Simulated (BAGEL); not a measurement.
**BNH4 (BH2(NH2)): B3LYP/6-31G(d) (density fitting with qzvpp-jkfit, spherical functions)**

What is the energy change on altering one bond length of BNH4 (BH2(NH2)) at B3LYP/6-31G* (density fitting with qzvpp-jkfit, spherical functions)? 

The calculation is run with BAGEL 1.2.2.

1 further run of the same task is left out (it didn't finish).

**1. The structure to begin with**

BNH4 has 6 atoms, charge 0, and is taken as a singlet. SMILES: `[H]B([H])N`. Geometry: relaxed at GFN2-xTB.

Bond lengths: B1–N4 1.378 Å, B1–H2 1.171 Å, B1–H3 1.171 Å, N4–H5 1.007 Å, N4–H6 1.007 Å. Angles: B1–N4–H5 123.8°, B1–N4–H6 123.7°, H2–B1–N4 118.8°, H3–B1–N4 119.0°, H5–N4–H6 112.5°, H2–B1–H3 122.1°.

**2. The energy at B3LYP/6-31G(d) (density fitting with qzvpp-jkfit, spherical functions)**

calc.json reads:

```json
{ "bagel": [

{
  "title": "molecule",
  "basis": "6-31gs.json",
  "df_basis": "qzvpp-jkfit",
  "angstrom": "true",
  "geometry": [
    { "atom": "B", "xyz": [    0.341950,    0.595150,    0.003650 ] },
    { "atom": "H", "xyz": [    1.330110,    0.674300,    0.627440 ] },
    { "atom": "H", "xyz": [   -0.078600,    1.496820,   -0.614110 ] },
    { "atom": "N", "xyz": [   -0.345390,   -0.598720,   -0.003870 ] },
    { "atom": "H", "xyz": [   -1.199300,   -0.750580,   -0.515060 ] },
    { "atom": "H", "xyz": [   -0.048780,   -1.416960,    0.501960 ] }
  ]
},
{
  "title": "ks",
  "xc_func": "b3lyp"
},
{
  "title": "print",
  "file": "orbitals.molden",
  "orbitals": "true"
}

]}
```

The basis set 6-31G* is read from a file made from the Basis Set Exchange's data (not shown).

Started as:

```bash
$ BAGEL_NUM_THREADS=1 BAGEL calc.json > calc.out
```

What it wrote:

```text
* using 1 threads per process

  ===============================================================
  ===============================================================

  *** Geometry ***

  { "atom" : "B", "xyz" : [      0.646192,      1.124671,      0.006898 ] },
  { "atom" : "H", "xyz" : [      2.513544,      1.274242,      1.185690 ] },
  { "atom" : "H", "xyz" : [     -0.148532,      2.828580,     -1.160500 ] },
  { "atom" : "N", "xyz" : [     -0.652693,     -1.131417,     -0.007313 ] },
  { "atom" : "H", "xyz" : [     -2.266349,     -1.418391,     -0.973322 ] },
  { "atom" : "H", "xyz" : [     -0.092181,     -2.677666,      0.948567 ] },

  Number of auxiliary basis functions:      224

  Since a DF basis is specified, we compute 2- and 3-index integrals:
    o Being stored without compression. Storage requirement is 0.002 GB

  Number of basis functions:       36
  Number of electrons      :       16

    * METHOD: MOLECULE                             0.03

  *** Kohn-Sham DFT ***

    * Removing 9080 points whose weight is below 1.00e-10
    * Grid points: 80356

  === Nuclear Repulsion ===
    32.5354765644

       - DIIS with orbital gradients will be used.

  === KS iteration (b3lyp / 6-31gs.json) ===
      0        -69.03215376          0.21657597           0.08
      1        -71.08104618          0.15622103           0.07
      2        -69.99995016          0.22911946           0.06
      3        -80.82588512          0.11421442           0.06
      4        -81.30840787          0.09098548           0.06
      5        -81.54449926          0.07470299           0.06
      6        -82.01007246          0.01747853           0.06
      7        -82.03680192          0.00119433           0.06
      8        -82.03690459          0.00022457           0.06
      9        -82.03690869          0.00002082           0.06
     10        -82.03690874          0.00000230           0.06
     11        -82.03690874          0.00000034           0.06
     12        -82.03690874          0.00000007           0.06
     13        -82.03690874          0.00000001           0.06
    * SCF iteration converged.

    * Permanent dipole moment:
           (    0.419108,     0.727106,     0.004437) a.u.

    * METHOD: KS                                   1.03

    * METHOD: PRINT                                0.00

  ===============================================================
```

Wall time 1.2 s (1 thread of Arm Neoverse V2, shared host); peak memory 0.15 GiB.

**3. The distorted shape, same level**

input.json reads:

```json
{ "bagel": [

{
  "title": "molecule",
  "basis": "6-31gs.json",
  "df_basis": "qzvpp-jkfit",
  "angstrom": "true",
  "geometry": [
    { "atom": "B", "xyz": [    0.045529,    0.571407,   -0.183470 ] },
    { "atom": "H", "xyz": [    1.330110,    0.674300,    0.627440 ] },
    { "atom": "H", "xyz": [   -0.375021,    1.473077,   -0.801230 ] },
    { "atom": "N", "xyz": [   -0.641811,   -0.622463,   -0.190990 ] },
    { "atom": "H", "xyz": [   -1.495721,   -0.774323,   -0.702180 ] },
    { "atom": "H", "xyz": [   -0.345201,   -1.440703,    0.314840 ] }
  ]
},
{
  "title": "ks",
  "xc_func": "b3lyp"
},
{
  "title": "print",
  "file": "orbitals.molden",
  "orbitals": "true"
}

]}
```

The basis set 6-31G* is read from a file made from the Basis Set Exchange's data (not shown).

Started as:

```bash
$ BAGEL_NUM_THREADS=1 BAGEL input.json > input.out
```

What it wrote:

```text
* using 1 threads per process

  ===============================================================
  ===============================================================

  *** Geometry ***

  { "atom" : "B", "xyz" : [      0.086037,      1.079803,     -0.346708 ] },
  { "atom" : "H", "xyz" : [      2.513544,      1.274242,      1.185690 ] },
  { "atom" : "H", "xyz" : [     -0.708687,      2.783712,     -1.514105 ] },
  { "atom" : "N", "xyz" : [     -1.212847,     -1.176285,     -0.360919 ] },
  { "atom" : "H", "xyz" : [     -2.826503,     -1.463258,     -1.326928 ] },
  { "atom" : "H", "xyz" : [     -0.652335,     -2.722534,      0.594961 ] },

  Number of auxiliary basis functions:      224

  Since a DF basis is specified, we compute 2- and 3-index integrals:
    o Being stored without compression. Storage requirement is 0.002 GB

  Number of basis functions:       36
  Number of electrons      :       16

    * METHOD: MOLECULE                             0.03

  *** Kohn-Sham DFT ***

    * Removing 8724 points whose weight is below 1.00e-10
    * Grid points: 80712

  === Nuclear Repulsion ===
    31.7446674700

       - DIIS with orbital gradients will be used.

  === KS iteration (b3lyp / 6-31gs.json) ===
      0        -68.92359624          0.21501402           0.08
      1        -70.86553962          0.15209106           0.07
      2        -70.09421875          0.22683791           0.06
      3        -80.45747659          0.12522955           0.06
      4        -81.05463135          0.10272696           0.06
      5        -81.31261008          0.08740867           0.06
      6        -81.91639758          0.03218162           0.06
      7        -82.00824813          0.00375466           0.06
      8        -82.00913491          0.00113514           0.06
      9        -82.00923800          0.00008271           0.06
     10        -82.00923866          0.00001767           0.06
     11        -82.00923870          0.00000259           0.06
     12        -82.00923870          0.00000039           0.06
     13        -82.00923870          0.00000005           0.06
     14        -82.00923870          0.00000002           0.06
     15        -82.00923870          0.00000000           0.06
    * SCF iteration converged.

    * Permanent dipole moment:
           (    0.626623,     0.764173,     0.127927) a.u.

    * METHOD: KS                                   1.18

    * METHOD: PRINT                                0.00

  ===============================================================
```

It took 1.4 s on 1 thread of Arm Neoverse V2, shared host; peak memory 0.16 GiB.

**4. Results**

At B3LYP/6-31G* (density fitting with qzvpp-jkfit, spherical functions):

```
                                                         quantity         value
                                        first shape: total energy  -82.03691 Eh
                                       first shape: dipole moment        2.13 D
                                         first shape: HOMO energy      -8.04 eV
                                         first shape: LUMO energy       0.76 eV
                                       first shape: HOMO–LUMO gap       8.80 eV
                                    distorted shape: total energy  -82.00924 Eh
                                   distorted shape: dipole moment        2.53 D
                                     distorted shape: HOMO energy      -7.84 eV
                                     distorted shape: LUMO energy       0.59 eV
                                   distorted shape: HOMO–LUMO gap       8.44 eV
energy change with the B1–H2 bond stretched from 1.171 to 1.523 Å      0.753 eV
```

With the B1–H2 bond stretched from 1.171 to 1.523 Å the energy rises by 0.75 eV (17.4 kcal/mol). The first shape isn't relaxed at this level, so the change isn't measured from a minimum.
